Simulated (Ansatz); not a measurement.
# HF with CH4: superposition error and deformation, part 2 of 3

Ansatz 0.2.0, Gaussian basis. Earlier steps stand in the parts before.

### 11 B97M-V/def2-TZVPPD

The inputs:

a/in.yaml

```yaml
crystal:
  periodic: [false, false, false]
  atoms:
    - {symbol: F, position_ang: [-0.090811, 0.078077, -2.405064]}
    - {symbol: H, position_ang: [-0.057414, 0.048796, -1.482926]}
basis:
  gaussian: {orbitals: "def2-TZVPPD.json"}
hamiltonian: {xc: {name: B97M-V}}
```

b/in.yaml

```yaml
crystal:
  periodic: [false, false, false]
  atoms:
    - {symbol: C, position_ang: [0.029257, -0.025023, 0.768243]}
    - {symbol: H, position_ang: [0.962495, 0.404478, 0.400081]}
    - {symbol: H, position_ang: [0.069220, -0.059926, 1.855897]}
    - {symbol: H, position_ang: [-0.094860, -1.042046, 0.392398]}
    - {symbol: H, position_ang: [-0.817887, 0.595745, 0.471471]}
basis:
  gaussian: {orbitals: "def2-TZVPPD.json"}
hamiltonian: {xc: {name: B97M-V}}
```

Each run has its own folder and the same command.

Command:

```console
> ansatz run in.yaml --threads 2 --pin off --events-out ev --progress --plain --max-ram 5222MiB
```

a printed, shortened:

```text
Functional definition: B97M-V
  name "B97M-V"
  cite "Mardirossian & Head-Gordon, J. Chem. Phys. 142, 074111 (2015) doi:10.1063/1.4907719"
  cite "Becke, J. Chem. Phys. 107, 8554 (1997) doi:10.1063/1.475007"
  cite "Vydrov & Van Voorhis, J. Chem. Phys. 133, 244103 (2010) doi:10.1063/1.3521275"
  # Of w^i u^j: cxij and so on, Table III.
[...]
  gx(w, u) = cx00 + cx01*u + cx02*u^2 + (cx10 + cx11*u)*w
[...]
  gos(w, u) = cos00 + cos01*u + cos03*u^3 + cos10*w + cos32*w^3*u^2
[...]
      + integral(e_c_pw_mod_opposite_spin*gos(b97_w_opposite, b97_u_opposite)) + vv10(b, c)
256 factors; their error is unknown
[...]
mean field -2733.45799296 eV, -100.4527284369 hartree, gradient 4.1e-5 eV, S^2 0.000000; 0 other end points of the search recorded, 0 dependent functions left out
reference -2733.45804768 eV, -100.4527304478 hartree; 5, 5 occupied and 52, 52 virtual orbitals, 256 factors
Total energy: -2733.45804768 eV, -100.4527304478 hartree
```

Output in b, shortened:

```text
[... 5 set-up lines as earlier in the session ...]
  # Of w^i u^j: cxij and so on, Table III.
[...]
  gx(w, u) = cx00 + cx01*u + cx02*u^2 + (cx10 + cx11*u)*w
[...]
  gos(w, u) = cos00 + cos01*u + cos03*u^3 + cos10*w + cos32*w^3*u^2
[...]
      + integral(e_c_pw_mod_opposite_spin*gos(b97_w_opposite, b97_u_opposite)) + vv10(b, c)
410 factors; their error is unknown
[...]
mean field -1102.89274611 eV, -40.5305608519 hartree, gradient 3.4e-5 eV, S^2 0.000000; 0 other end points of the search recorded, 0 dependent functions left out
reference -1102.89278688 eV, -40.5305623502 hartree; 5, 5 occupied and 100, 100 virtual orbitals, 410 factors
Total energy: -1102.89278688 eV, -40.5305623502 hartree
```

Wall times: 0.8 s (a), 3 s (b) on 2 threads of Arm Neoverse N1, shared host.

### 12 HSE06-D4/def2-TZVPPD

Each input of step 11 (a, b) changes in the same lines:

```diff
-hamiltonian: {xc: {name: B97M-V}}
+hamiltonian: {xc: hse06, dispersion: d4}
```

One command serves all of them, each in its own folder.

Command:

```console
> ansatz run in.yaml --threads 2 --pin off --events-out ev --progress --plain --max-ram 5222MiB
```

Output in a, shortened:

```text
Functional definition: HSE06
  name "HSE06"
  cite "Heyd, Scuseria & Ernzerhof, J. Chem. Phys. 118, 8207 (2003) doi:10.1063/1.1564060"
  cite "Krukau, Vydrov, Izmaylov & Scuseria, J. Chem. Phys. 125, 224106 (2006) doi:10.1063/1.2404663"
  cite "Heyd & Scuseria, J. Chem. Phys. 120, 7274 (2004) doi:10.1063/1.1668634"
  cite "Ernzerhof & Perdew, J. Chem. Phys. 109, 3313 (1998) doi:10.1063/1.476928"
[...]
256 factors; their error is unknown
24 factors; integrals over basis functions are off by at most 5.9e-5 eV
[...]
mean field -2731.80970281 eV, -100.3921548910 hartree, gradient 4.0e-5 eV, S^2 0.000000; 0 other end points of the search recorded, 0 dependent functions left out
reference -2731.80974019 eV, -100.3921562650 hartree; 5, 5 occupied and 52, 52 virtual orbitals, 256 factors
Total energy: -2731.81109848 eV, -100.3922061812 hartree
```

Output in b, shortened:

```text
[... 6 set-up lines as earlier in the session ...]
[...]
410 factors; their error is unknown
55 factors; integrals over basis functions are off by at most 2.8e-6 eV
[...]
mean field -1101.30624826 eV, -40.4722581312 hartree, gradient 1.9e-5 eV, S^2 0.000000; 0 other end points of the search recorded, 0 dependent functions left out
reference -1101.30627626 eV, -40.4722591605 hartree; 5, 5 occupied and 100, 100 virtual orbitals, 410 factors
Total energy: -1101.32348858 eV, -40.4728917013 hartree
```

They took 0.4 s (a), 0.85 s (b) on 2 threads of Arm Neoverse N1, shared host.

### 13 CCSD(T)/def2-TZVPPD

The same edit goes into each in.yaml of step 12 (a, b):

```diff
-hamiltonian: {xc: hse06, dispersion: d4}
+correlation: {method: ccsd_t}
```

One command serves all of them, each in its own folder.

Command:

```console
> ansatz run in.yaml --threads 2 --pin off --events-out ev --progress --plain --max-ram 5222MiB
```

Output in a, shortened:

```text
Functional definition: HF
  name "HF"
  cite "Fock, Z. Phys. 61, 126 (1930) doi:10.1007/BF01340294"
[... 1 set-up line as earlier in the session ...]
[...]
352 factors; integrals over basis functions are off by at most 1.2e-3 eV
[...]
mean field -2722.93514625 eV, -100.0660209529 hartree, gradient 1.7e-6 eV, S^2 0.000000; 0 other end points of the search recorded, 0 dependent functions left out
1 core orbitals not correlated: weight in the atoms' cores, before any rotation towards them, 1.000 or more for the frozen orbitals, at most 0.000 for the correlated occupied ones
reference -2722.93514625 eV, -100.0660209529 hartree; 4, 4 occupied and 52, 52 virtual orbitals, 352 factors
second order -7.43859572 eV of doubles, -0.00000000 eV of singles
cycle   1  -7.34543915 eV  change    9.3e-2 eV  update   4.7e-2
[...]
cycle   9  -7.49252552 eV  change    2.0e-6 eV  update   1.5e-6
perturbative correction -0.18529139 eV, -0.0068093331 hartree
Total energy: -2730.61296316 eV, -100.3481755203 hartree
```

b printed, shortened:

```text
[... 4 set-up lines as earlier in the session ...]
[...]
575 factors; integrals over basis functions are off by at most 9.9e-4 eV
[...]
mean field -1094.28570896 eV, -40.2142580707 hartree, gradient 1.9e-6 eV, S^2 0.000000; 0 other end points of the search recorded, 0 dependent functions left out
1 core orbitals not correlated: weight in the atoms' cores, before any rotation towards them, 1.000 or more for the frozen orbitals, at most 0.000 for the correlated occupied ones
reference -1094.28570896 eV, -40.2142580707 hartree; 4, 4 occupied and 100, 100 virtual orbitals, 575 factors
second order -5.39818548 eV of doubles, -0.00000000 eV of singles
cycle   1  -5.79056949 eV  change   -3.9e-1 eV  update   4.3e-2
[...]
cycle   8  -5.95143003 eV  change   -3.7e-6 eV  update   2.6e-6
perturbative correction -0.17237089 eV, -0.0063345135 hartree
Total energy: -1100.40950988 eV, -40.4393036038 hartree
```

They took 0.45 s (a), 2 s (b) on 2 threads of Arm Neoverse N1, shared host.

### 14 Relaxing HF alone

relax-a/in.yaml reads:

```yaml
crystal:
  periodic: [false, false, false]
  atoms:
    - {symbol: F, position_ang: [-0.090811, 0.078077, -2.405064]}
    - {symbol: H, position_ang: [-0.057414, 0.048796, -1.482926]}
basis:
  gaussian: {orbitals: def2-TZVP}
hamiltonian: {xc: pbe0, dispersion: d4}
relax: {f_tol: 0.005, max_steps: 200}
```

Command:

```console
> ansatz run in.yaml --threads 2 --pin off --events-out ev --progress --plain --max-ram 5222MiB
```

The log of the run, shortened:

```text
[... 5 set-up lines as earlier in the session ...]
[...]
200 factors; their error is unknown
[...]
mean field -2731.80139933 eV, -100.3918497437 hartree, gradient 6.9e-6 eV, S^2 0.000000; 0 other end points of the search recorded, 0 dependent functions left out
[...]
reference -2731.80170841 eV, -100.3918611022 hartree; 5, 5 occupied and 32, 32 virtual orbitals, 200 factors
Total energy: -2731.80322170 eV, -100.3919167147 hartree
Atom 0 at    -0.090754     0.078027    -2.403486 Å, force    -0.000011     0.000010    -0.000312 eV/Å
Atom 1 at    -0.057471     0.048846    -1.484504 Å, force     0.000011    -0.000010     0.000312 eV/Å
Dipole moment:     0.014500    -0.012713     0.400358 e Å
```

It took 0.9 s on 2 threads of Arm Neoverse N1, shared host.

Relaxation path:

```
step  energy from step 1 (eV)  largest force component (eV/Å)
   1                   0.0000                          0.1891
   2                  -0.0003                          0.0382
   3                  -0.0003                          0.0003
```

The bond:

```
 bond  before (Å)  after (Å)  change (Å)
F1–H2       0.923      0.920      -0.003
```

### 15 Relaxing CH4 alone

relax-b/in.yaml reads:

```yaml
crystal:
  periodic: [false, false, false]
  atoms:
    - {symbol: C, position_ang: [0.029257, -0.025023, 0.768243]}
    - {symbol: H, position_ang: [0.962495, 0.404478, 0.400081]}
    - {symbol: H, position_ang: [0.069220, -0.059926, 1.855897]}
    - {symbol: H, position_ang: [-0.094860, -1.042046, 0.392398]}
    - {symbol: H, position_ang: [-0.817887, 0.595745, 0.471471]}
basis:
  gaussian: {orbitals: def2-TZVP}
hamiltonian: {xc: pbe0, dispersion: d4}
relax: {f_tol: 0.005, max_steps: 200}
```

Command:

```console
> ansatz run in.yaml --threads 2 --pin off --events-out ev --progress --plain --max-ram 5222MiB
```

The log of the run, shortened:

```text
[... 5 set-up lines as earlier in the session ...]
[...]
356 factors; their error is unknown
[...]
mean field -1101.35368613 eV, -40.4740014409 hartree, gradient 5.9e-5 eV, S^2 0.000000; 0 other end points of the search recorded, 0 dependent functions left out
[...]
Atom 1 at     0.955633     0.401870     0.393730 Å, force     0.000254     0.000130    -0.000318 eV/Å
Atom 2 at     0.069556    -0.060267     1.865973 Å, force    -0.000020     0.000017    -0.000513 eV/Å
Atom 3 at    -0.094407    -1.034667     0.386154 Å, force    -0.000045    -0.000280    -0.000320 eV/Å
Atom 4 at    -0.812201     0.591645     0.464645 Å, force    -0.000252     0.000186    -0.000299 eV/Å
Dipole moment:     0.000000    -0.000000     0.000005 e Å
```

It took 1.9 s on 2 threads of Arm Neoverse N1, shared host.

Step by step:

```
step  energy from step 1 (eV)  largest force component (eV/Å)
   1                   0.0000                          0.1367
   2                  -0.0025                          0.0722
   3                  -0.0027                          0.0014
```

Close pairs (by a distance rule), those that changed most:

```
 bond  before (Å)  after (Å)  change (Å)
C1–H5       1.091      1.090      -0.002
C1–H4       1.091      1.090      -0.002
C1–H2       1.091      1.090      -0.002
C1–H3       1.089      1.090      +0.001
```

### 16 PBE-D4/def2-TZVPPD

free-a/in.yaml reads:

```yaml
crystal:
  periodic: [false, false, false]
  atoms:
    - {symbol: F, position_ang: [-0.090754, 0.078027, -2.403486]}
    - {symbol: H, position_ang: [-0.057471, 0.048846, -1.484504]}
basis:
  gaussian: {orbitals: "def2-TZVPPD.json"}
hamiltonian: {xc: pbe, dispersion: d4}
```

free-b/in.yaml reads:

```yaml
crystal:
  periodic: [false, false, false]
  atoms:
    - {symbol: C, position_ang: [0.029644, -0.025353, 0.777589]}
    - {symbol: H, position_ang: [0.955633, 0.401870, 0.393730]}
    - {symbol: H, position_ang: [0.069556, -0.060267, 1.865973]}
    - {symbol: H, position_ang: [-0.094407, -1.034667, 0.386154]}
    - {symbol: H, position_ang: [-0.812201, 0.591645, 0.464645]}
basis:
  gaussian: {orbitals: "def2-TZVPPD.json"}
hamiltonian: {xc: pbe, dispersion: d4}
```

Each run has its own folder and the same command.

Command:

```console
> ansatz run in.yaml --threads 2 --pin off --events-out ev --progress --plain --max-ram 5222MiB
```

free-a printed, shortened:

```text
[... 4 set-up lines as earlier in the session ...]
[...]
256 factors; their error is unknown
[...]
mean field -2731.92963191 eV, -100.3965622041 hartree, gradient 3.7e-5 eV, S^2 0.000000; 0 other end points of the search recorded, 0 dependent functions left out
reference -2731.92966962 eV, -100.3965635901 hartree; 5, 5 occupied and 52, 52 virtual orbitals, 256 factors
Total energy: -2731.93156351 eV, -100.3966331891 hartree
```

Log of free-b, shortened:

```text
[... 4 set-up lines as earlier in the session ...]
[...]
410 factors; their error is unknown
[...]
mean field -1101.09034773 eV, -40.4643239333 hartree, gradient 1.1e-5 eV, S^2 0.000000; 0 other end points of the search recorded, 0 dependent functions left out
reference -1101.09037882 eV, -40.4643250759 hartree; 5, 5 occupied and 100, 100 virtual orbitals, 410 factors
Total energy: -1101.11414946 eV, -40.4651986308 hartree
```

They took 0.25 s (free-a), 0.7 s (free-b) on 2 threads of Arm Neoverse N1, shared host.

### 17 r2SCAN-D4/def2-TZVPPD

Each input of step 16 (free-a, free-b) changes in the same lines:

```diff
-hamiltonian: {xc: pbe, dispersion: d4}
+hamiltonian: {xc: r2scan, dispersion: d4}
```

One command serves all of them, each in its own folder.

Command:

```console
> ansatz run in.yaml --threads 2 --pin off --events-out ev --progress --plain --max-ram 5222MiB
```

free-a printed, shortened:

```text
[... 5 set-up lines as earlier in the session ...]
[...]
256 factors; their error is unknown
[...]
mean field -2733.34937804 eV, -100.4487369121 hartree, gradient 7.1e-6 eV, S^2 0.000000; 0 other end points of the search recorded, 0 dependent functions left out
reference -2733.34939113 eV, -100.4487373934 hartree; 5, 5 occupied and 52, 52 virtual orbitals, 256 factors
Total energy: -2733.34984867 eV, -100.4487542075 hartree
```

Output in free-b, shortened:

```text
[... 5 set-up lines as earlier in the session ...]
[...]
410 factors; their error is unknown
[...]
mean field -1102.08573009 eV, -40.5009035603 hartree, gradient 4.4e-5 eV, S^2 0.000000; 0 other end points of the search recorded, 0 dependent functions left out
reference -1102.08573766 eV, -40.5009038385 hartree; 5, 5 occupied and 100, 100 virtual orbitals, 410 factors
Total energy: -1102.09138772 eV, -40.5011114744 hartree
```

Wall times: 0.8 s (free-a), 1.5 s (free-b) on 2 threads of Arm Neoverse N1, shared host.

### 18 PBE0-D4/def2-TZVPPD

Each input of step 17 (free-a, free-b) changes in the same lines:

```diff
-hamiltonian: {xc: r2scan, dispersion: d4}
+hamiltonian: {xc: pbe0, dispersion: d4}
+output: {orbitals: {seedname: orbitals}}
```

Each run has its own folder and the same command.

Command:

```console
> ansatz run in.yaml --threads 2 --pin off --events-out ev --progress --plain --max-ram 5222MiB
```

Log of free-a, shortened:

```text
[... 5 set-up lines as earlier in the session ...]
[...]
256 factors; their error is unknown
[...]
mean field -2731.92136377 eV, -100.3962583558 hartree, gradient 2.9e-5 eV, S^2 0.000000; 0 other end points of the search recorded, 0 dependent functions left out
reference -2731.92139190 eV, -100.3962593896 hartree; 5, 5 occupied and 52, 52 virtual orbitals, 256 factors
Total energy: -2731.92290519 eV, -100.3963150020 hartree
```

Output in free-b, shortened:

```text
[... 5 set-up lines as earlier in the session ...]
[...]
410 factors; their error is unknown
[...]
mean field -1101.39274076 eV, -40.4754366721 hartree, gradient 1.6e-5 eV, S^2 0.000000; 0 other end points of the search recorded, 0 dependent functions left out
reference -1101.39276192 eV, -40.4754374496 hartree; 5, 5 occupied and 100, 100 virtual orbitals, 410 factors
Total energy: -1101.41185209 eV, -40.4761390006 hartree
```

Wall times: 0.3 s (free-a), 0.7 s (free-b) on 2 threads of Arm Neoverse N1, shared host.

### 19 B3LYP-D4/def2-TZVPPD

The same edit goes into each in.yaml of step 18 (free-a, free-b):

```diff
-hamiltonian: {xc: pbe0, dispersion: d4}
-output: {orbitals: {seedname: orbitals}}
+hamiltonian: {xc: {name: B3LYP}, dispersion: d4}
```

Each run has its own folder and the same command.

Command:

```console
> ansatz run in.yaml --threads 2 --pin off --events-out ev --progress --plain --max-ram 5222MiB
```

free-a printed, shortened:

```text
[... 6 set-up lines as earlier in the session ...]
[...]
256 factors; their error is unknown
[...]
mean field -2734.61342497 eV, -100.4951897803 hartree, gradient 8.3e-5 eV, S^2 0.000000; 0 other end points of the search recorded, 0 dependent functions left out
reference -2734.61360025 eV, -100.4951962213 hartree; 5, 5 occupied and 52, 52 virtual orbitals, 256 factors
Total energy: -2734.61658996 eV, -100.4953060912 hartree
```

Log of free-b, shortened:

```text
[... 6 set-up lines as earlier in the session ...]
[...]
410 factors; their error is unknown
[...]
mean field -1103.12633365 eV, -40.5391450357 hartree, gradient 2.5e-5 eV, S^2 0.000000; 0 other end points of the search recorded, 0 dependent functions left out
reference -1103.12652335 eV, -40.5391520070 hartree; 5, 5 occupied and 100, 100 virtual orbitals, 410 factors
Total energy: -1103.16433497 eV, -40.5405415586 hartree
```

They took 0.3 s (free-a), 0.9 s (free-b) on 2 threads of Arm Neoverse N1, shared host.

[end of part 2 of 3]
